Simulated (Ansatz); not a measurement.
C₃H₄ClFO, SMILES `OC/C(F)=C/Cl`, relaxed with RKS PBE0-D4/def2-TZVP in Ansatz 0.2.0 from a PBE-D4/def2-SVP geometry. The force threshold is 0.005 eV/Å; the program also tests the step.

Charge 0, multiplicity 1.

Start:

```xyz
10

O    -1.169    0.311   -1.618
C    -0.179    0.751   -0.708
C    -0.045   -0.165    0.471
F    -1.203   -0.293    1.155
C     1.066   -0.822    0.854
Cl    1.131   -1.840    2.248
H    -1.994    0.212   -1.104
H     0.784    0.798   -1.252
H    -0.390    1.783   -0.326
H     1.998   -0.734    0.280
```

```
        step  energy (eV)  largest force (eV/Å)  largest move (Å)
           1  -20452.8789                 0.774             0.000
           2  -20452.9287                 0.225             0.026
           3  -20452.9346                 0.093             0.017
           4  -20452.9353                 0.046             0.013
           5  -20452.9356                 0.028             0.008
           6  -20452.9359                 0.025             0.014
           7  -20452.9360                 0.019             0.007
8 (rejected)  -20452.9343                 0.258             0.014
           9  -20452.9361                 0.005             0.004
```

End:

```xyz
10

O    -1.133    0.284   -1.613
C    -0.178    0.740   -0.685
C    -0.041   -0.164    0.488
F    -1.170   -0.268    1.200
C     1.052   -0.821    0.843
Cl    1.153   -1.820    2.224
H    -1.988    0.249   -1.175
H     0.778    0.797   -1.208
H    -0.425    1.749   -0.324
H     1.953   -0.746    0.251
```

It took 36 s on 4 threads of an Arm Neoverse V1 on a shared host, with 0.58 GiB of host memory at the peak.
